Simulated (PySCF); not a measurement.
Gas-phase reaction: 2 Si + 2 SiH3Cl → SiCl2 + c-Si3H6

Computed with PySCF (xtb for GFN2) and rigid-rotor harmonic-oscillator thermochemistry at 1 bar. † marks an energy on the PBE0/def2-TZVP geometry and frequencies; other levels use their own. CCSD(T) freezes the core. 6-31G* has spherical d functions here. Open shells (unrestricted): Si (multiplicity 3); the rest are closed-shell singlets. GFN2 has no spin-polarisation term. Spin-orbit splitting is ignored; it lowers the true energy and changes the entropy of Si. B3LYP is the form with VWN-RPA correlation. c-Si3H6: computed as isolated molecules; such fragments, hydroxides, amides, oligomers or adducts are transient or little studied in the gas. CCSD(T) isn't extrapolated to the basis-set limit.

```
level                ΔH°(298 K), kJ
-------------------  --------------
B3LYP/6-31G*                   -501
CCSD(T)/def2-TZVPP†            -501
GFN2-xTB                          …
PBE0/def2-QZVP†                -556
PBE0/def2-TZVP                    …
```

Task: Fill in the missing entries.

Result: 
- GFN2-xTB, ΔH°(298 K), kJ: -440
- PBE0/def2-TZVP, ΔH°(298 K), kJ: -557
